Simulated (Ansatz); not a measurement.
The input, for Ansatz 0.2.0:

```yaml
crystal:
  periodic: [false, false, false]
  atoms:
    - {symbol: H, position_ang: [0.000000, 0.000000, -1.077333]}
    - {symbol: H, position_ang: [0.000000, 0.000000, 0.018667]}
    - {symbol: F, position_ang: [0.000000, 0.000000, 1.058667]}
basis:
  gaussian: {orbitals: def2-SVP}
magnetization: {spin_polarized: false, initial_magnetization: 1}
correlation: {active_space: {window: {electrons: 3, orbitals: 3}, states: [{multiplicity: 2, weights: [1, 0.5, 1, 1]}], root: 0}}
```

```sh
$ ansatz run in.yaml --threads 1 --pin off --events-out ev --progress --plain --max-ram 2393MiB
```

(1) Roughly how long does this take on 1 thread of Arm Neoverse V2, shared host, and how much host memory?

```
359 factors; integrals over basis functions are off by at most 2.2e-7 eV
mean field evaluation 1: about -2730.3098 eV, gradient 2.4e1 eV
mean field evaluation 2: about -2730.3102 eV, gradient 2.4e1 eV
mean field evaluation 4: about -2731.8518 eV, gradient 2.0e0 eV
mean field evaluation 8: about -2731.9056 eV, gradient 1.4e-4 eV
mean field -2731.90556137 eV, -100.3956776282 hartree, gradient 1.8e-6 eV, S^2 0.750000; 0 other end points of the search recorded, 0 dependent functions left out
reference -2731.90556137 eV, -100.3956776282 hartree; 6, 5 occupied and 18, 19 virtual orbitals, 359 factors
state -2731.41710774 eV, -100.3777272886 hartree
state -2727.54419569 eV, -100.2354003959 hartree
state -2718.53368255 eV, -99.9042701454 hartree
state -2717.48225240 eV, -99.8656308002 hartree
Total energy: -2731.41710774 eV, -100.3777272886 hartree
```

Natural occupations, averaged over the states: 1.5712 0.8549 0.5739.

Before any correction even the lowest state lies above the reference determinant, by 0.49 eV, so the averaged orbitals or the space serve it badly.

Answers

(1) 0.18 s wall and 0.12 GiB.
